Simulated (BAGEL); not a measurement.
**C2ClF3 (chlorotrifluoroethylene): how far must the basis set go?**

C2ClF3 has 6 atoms, charge 0, and is taken as a singlet. As SMILES, `FC(F)=C(F)Cl`. The shape is that of a PBE0-D4/def2-TZVP optimisation.

```xyz
6

F     0.7550   -1.6389    0.1215
C    -0.0848   -0.6422    0.2382
F    -1.1713   -0.9748    0.8833
C     0.1491    0.5673   -0.2474
F     1.2785    0.8220   -0.8904
Cl   -0.9265    1.8666   -0.1051
```

Program: BAGEL 1.2.2. Method: B3LYP (density fitting with tzvpp-jkfit, property dipole). Swept: basis set. Watched: the total energy. Each run: gradient. Hardware: 1 thread of Intel Xeon at 2.30GHz, shared host.

Deviations are taken from the sweep's last point, which isn't the limit.

Question: The candidates, from coarse to fine: cc-pVDZ; aug-cc-pVDZ; cc-pVTZ; aug-cc-pVTZ. Estimate which is the coarsest that holds the total energy within 10 mEh of the last.

Answer: cc-pVTZ: it is 7.980 mEh off and takes 27 s, against 44 s for aug-cc-pVTZ. Totals converge more slowly than differences, where errors cancel.

| basis set | basis functions | energy (Eh) | from the best (mEh) | wall time |
| --- | --- | --- | --- | --- |
| cc-pVDZ | 88 | -835.911170 | +156.043 | 11 s |
| aug-cc-pVDZ | 142 | -835.947599 | +119.613 | 21 s |
| cc-pVTZ | 184 | -836.059232 | +7.980 | 27 s |
| aug-cc-pVTZ | 280 | -836.067213 | 0.000 | 44 s |
